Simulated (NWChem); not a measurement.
S cation, quartet

All runs: NWChem. Spin-unrestricted. No stability test was run on the SCF state. Total energies compare along this basis series because the functional is fixed.

```tsv
level	basis functions	energy (Ha)	highest occupied level (eV)	lowest empty minus highest occupied level, either spin (eV)
UHF/STO-3G	9	-392.9242	-22.61	17.01
UHF/def2-SVP	18	-397.0287	-23.51	15.07
UHF/def2-SVPD	27	-397.0294	-23.49	14.96
UHF/def2-TZVP	37	-397.1627	-23.46	15.12
UHF/def2-TZVPD	46	-397.1630	-23.46	15.11
UHF/def2-TZVPP	42	-397.1627	-23.46	15.12
UHF/def2-QZVP	70	-397.1736	-23.47	15.12
```
